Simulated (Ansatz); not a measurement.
**A ladder of methods for [P2H3]− (SMILES [PH-]P)**

The species is [P2H3]− (5 atoms), meant as a singlet with charge -1. SMILES: `[PH-]P`. The shape is that of a GFN2-xTB optimisation. This is one conformer, not always the lowest.

```xyz
5

P     0.7902   -1.1094    0.1438
P    -0.4775    0.5463    0.0761
H     0.2795   -1.4626    1.3644
H    -0.9839    0.4702   -1.2282
H     0.3917    1.5555   -0.3561
```

Each level gives the energy change with the P1–H3 bond stretched from 1.369 to 2.054 Å (eV). The values are calculated.

| level | kind | program | value (eV) |
| --- | --- | --- | --- |
| HF/STO-3G (restricted) | Hartree–Fock | Ansatz | 2.69 |
| SVWN5/STO-3G (restricted) | LDA | Ansatz | 1.94 |
| PBE/STO-3G (restricted) | GGA | Ansatz | 1.77 |
| r2SCAN0/STO-3G (restricted) | hybrid meta-GGA | Ansatz | 2.21 |
| B2PLYP/STO-3G (restricted) | double hybrid | Ansatz | 2.08 |
| MP2/STO-3G (restricted) | perturbation theory | Ansatz | 2.26 |
| BCCD(T)/STO-3G (restricted) | coupled cluster or CI | Ansatz | 1.96 |
| CCSD(T)/STO-3G (restricted) | coupled cluster or CI | Ansatz | 1.96 |
| CCSD/STO-3G (restricted) | coupled cluster or CI | Ansatz | ? |
| FCI/STO-3G | exact in the basis | Ansatz | 1.96 |

(1) Estimate the missing values from the other rows.

Results:

(1) As computed at these levels: CCSD/STO-3G (restricted): 1.98 eV. Spin-restricted single references rise too steeply as a bond breaks, Hartree–Fock most of all. Sets without diffuse functions describe the anion poorly. The first shape isn't each level's own minimum. The values span 1.77 to 2.69 eV. All rows use very small basis sets, so even the best lies far from the true value.
